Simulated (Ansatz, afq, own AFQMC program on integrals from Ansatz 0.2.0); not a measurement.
N₂H₂, singlet: AFQMC among the cluster methods

```xyz
4

N     0.0000    0.0000    0.4622
N     0.0000    0.0000   -0.6030
H     0.0000    0.7656    0.9786
H     0.0000   -0.7656    0.9786
```

Connectivity, by distances: NH2–N.

Basis cc-pVDZ. Noble-gas cores (and the filled d shells of Ga–Kr and In–Xe) are frozen. Ansatz 0.2.0 and our own AFQMC program on the same integrals; the CISD trial comes from CCSD amplitudes, and released means the phaseless constraint is let go. Uncertainties: one standard error, sampling alone.

Determinant: RHF, the one that the program's search chose, which needn't be the lowest solution. The geometry is a point of a scan.

No full CI on the walks' own integrals is used here; CCSDT(Q) serves as the reference and is uncertain by about the last step of the cluster series.

The T1 diagnostic is 0.0146 and the weight of the determinant in the CISD state is 0.903. The size of the correlated space is 12 electrons in 36 orbitals.

```json
{"level": "MP2", "correlation energy (eV)": "-8.0827"}
{"level": "CCSD", "correlation energy (eV)": "-8.6567"}
{"level": "CCSD(T)", "correlation energy (eV)": "-8.8789"}
```

**Question.** Estimate where phaseless AFQMC with a CISD trial lies against CCSD(T) on the same integrals.

**Answer.** 0.73 ± 0.33 kcal/mol below CCSD(T).

Reference: CCSDT(Q), correlation energy -8.907 eV. The released energy is read at 2.40 1/Eh (meV from the phaseless value at times in 1/Eh: 20 ± 14 at 0.24, 14 ± 10 at 0.51, -4 ± 13 at 0.99, -13 ± 14 at 1.62, 18 ± 16 at 2.40).

```csv
level,E − E(reference) (kcal/mol),share of correlation (%)
CCSD(T),0.65,99.68
CCSDT,0.41,99.80
ph-AFQMC/CISD,-0.08 ± 0.33,100.04
released AFQMC,0.35 ± 0.38,99.83
```

A walk keeps the symmetry of its determinant, which the program's search chose and which needn't be the lowest solution, so a lower state of the same spin and another symmetry isn't excluded. Released energies are given only where the last usable release times agree within the noise; a slower fall can still hide under it.
